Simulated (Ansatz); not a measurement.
# Pb: Pb vacancy

These are results of DFT r2SCAN, scalar-relativistic, plane waves, PAW in Ansatz 0.2.0, not measurements. Run with 500 eV cutoff, 3×3×3 k-mesh, Gaussian smearing of 0.10 eV, no spin polarisation.

Host crystal, relaxed:

```
Pb
1.0
     0.00000    2.49777    2.49777
     2.49777    0.00000    2.49777
     2.49777    2.49777    0.00000
Pb
1
Cartesian
  0.0000 0.0000 0.0000
```

Supercell of 27 atoms, rows in host cell vectors: 3 -3 0; 3 0 -3; 3 0 0. Atoms relax at the host's cell, keeping the symmetry that the supercell leaves at the site. The cell is small, so energies carry finite-size errors of tenths of an eV. The host is a metal. Atoms are taken from and returned to the elements' standard states.

Spin-orbit coupling is left out, which matters for the bands and energies of heavy elements.

Defect: Pb vacancy at (0.000, 0.000, 0.000) of the host cell.

**Question.** What is the formation energy of the neutral defect?

**Answer.** 0.40 eV.

**Question.** Does the neutral defect carry a moment, and how do its surroundings relax?

**Answer.** The neutral run had no spin polarisation, so a moment wasn't tested. The nearest neighbours before are 12 Pb at 3.53 Å; after relaxation the atoms near the site are 12 Pb at 3.61 Å; the largest move is 0.08 Å.

Cost: 2 runs of about 13 core-minutes in all, on Intel Xeon Processor @ 2.70GHz (shared hosts).